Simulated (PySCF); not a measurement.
Gas-phase reaction: 2 AlHCl₂ + C₄H₈ (isobutene) + 2 H₂ ⇌ 2 Al(CH₃)₂Cl + 2 HCl

Energies from PySCF, thermal terms from the rigid-rotor harmonic-oscillator model, ideal gas at 1 bar. † marks an energy on the PBE0/def2-TZVP geometry and frequencies; other levels use their own. 6-31G* has spherical d functions here. All species are closed-shell singlets. Methyl groups turn as free rotors in Al(CH₃)₂Cl. AlHCl₂, Al(CH₃)₂Cl: computed as isolated molecules; such fragments, hydroxides, amides, oligomers or adducts are transient or little studied in the gas. The harmonic model lacks anharmonicity and excited electronic states, which grow with temperature; levels with a mode under 35 cm⁻¹ are left out. Internal rotation in C₄H₈ (isobutene) is treated as a harmonic vibration of one conformer, which makes the entropy rough.

```
level               ΔE electronic, kJ  ΔH°(298 K), kJ  ΔS°(298 K), J/K  ΔG°(800 K), kJ
------------------  -----------------  --------------  ---------------  --------------
BLYP/def2-TZVP†                    35              58              -63             113
HF/6-31G*                          67              92              -64             148
HF/def2-TZVP†                      54              78              -63             133
M06-2X/def2-TZVP†                  16              39              -63              94
PBE/def2-SVP                       21              44              -64              99
PBE0/def2-QZVP†                    -7              16              -63              71
PBE0/def2-TZVP                      3              26              -63              81
r2SCAN/def2-TZVP†                  18              42              -63              97
ωB97M-V/def2-TZVP†                 14              38              -63              93
```
ΔH° is lowest at PBE0/def2-QZVP† and highest at HF/6-31G*. No reference value is set beside these.
